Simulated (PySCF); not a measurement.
Isomers of C5H9N, mass 83.073 u with the commonest isotopes. Method used: CAM-B3LYP/def2-SVPD in PySCF (dipole) on a GFN2-xTB geometry, gas phase. One conformer each, none proved a minimum here; rigid rotors.

**Question.** Order these by dipole moment, largest first.
A. `[CH3:1][CH:2]([CH3:3])[C@H:4]1[CH:5]=[N:6]1` with C1–C2–C4–C5 -144°
B. `CC(C)(C)C#N`
C. `[NH2:1][CH2:2][C@H:3]1[C@H:4]2[CH2:5][C@@H:6]12` with H–N1–C2–C3 60° and -57°, N1–C2–C3–C4 -142°

**Answer.** B (4.14 D), A (2.25 D), C (2.00 D).

**Question.** Order these by out-of-plane moment Σ m c² = (Ia + Ib − Ic)/2, largest first.
A. `CC(C)(C)C#N`
B. `[NH2:1][CH2:2][C@H:3]1[C@H:4]2[CH2:5][C@@H:6]12` with H–N1–C2–C3 60° and -57°, N1–C2–C3–C4 -142°
C. `[CH3:1][CH:2]([CH3:3])[C@H:4]1[CH:5]=[N:6]1` with C1–C2–C4–C5 -144°

**Answer.** A (55.62 u·Å²), B (26.82 u·Å²), C (11.49 u·Å²).

**Question.** Order these by rotational constant B, largest first.
A. `[CH3:1][CH:2]([CH3:3])[C@H:4]1[CH:5]=[N:6]1` with C1–C2–C4–C5 -144°
B. `CC(C)(C)C#N`
C. `[NH2:1][CH2:2][C@H:3]1[C@H:4]2[CH2:5][C@@H:6]12` with H–N1–C2–C3 60° and -57°, N1–C2–C3–C4 -142°

**Answer.** B (2814 MHz), A (2696 MHz), C (2467 MHz).

| SMILES | point group | Ia (u·Å²) | Ib (u·Å²) | Ic (u·Å²) | κ | μa (D) | μb (D) | μc (D) |
| --- | --- | --- | --- | --- | --- | --- | --- | --- |
| CC(C)[C@H]1C=N1 | C1 | 77.84 | 187.48 | 242.34 | -0.72 | 0.68 | 2.15 | 0.13 |
| NC[C@H]1[C@H]2C[C@@H]12 | C1 | 61.21 | 204.82 | 212.39 | -0.97 | 1.55 | 0.51 | 1.16 |
| CC(C)(C)C#N | C3v | 111.29 | 179.61 | 179.66 | -1.00 | 4.14 | 0.00 | 0.00 |
